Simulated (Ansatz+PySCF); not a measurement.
A calculation with Ansatz (development build ahead of 0.2.0).

```yaml
crystal:
  periodic: [false, false, false]
  atoms:
    - { symbol: B, position_ang: [0.0, 0.0, -0.809] }
    - { symbol: B, position_ang: [0.0, 0.0, 0.809] }
basis:
  gaussian: { orbitals: cc-pVTZ }
magnetization:
  spin_polarized: true
  initial_magnetization: 2
hamiltonian:
  xc: hf
correlation:
  method: mp2
  frozen_orbitals: { B: 1 }
output:
  forces: true
```

The input is written out in the form of the current development build from the run's settings.

Output:

```json
{
 "Converged": "yes",
 "Reference energy": "-49.14827 hartree",
 "Correlation energy": "-0.09885 hartree",
 "Total energy": "-49.24713 hartree",
 "Spin squared of the determinant": "2.899",
 "Stability test": "minimum"
}
```

Forces (eV/Å):
```json
{"atom": "B1", "Fx": "0.000", "Fy": "0.000", "Fz": "1.464"}
{"atom": "B2", "Fx": "0.000", "Fy": "0.000", "Fz": "-1.464"}
```

Caution: large share of triples, a single reference is doubtful; the unrestricted determinant is a mixture of spin states; forces differ strongly between restricted and unrestricted references; the determinant breaks the point group; another reference gives a lower total.
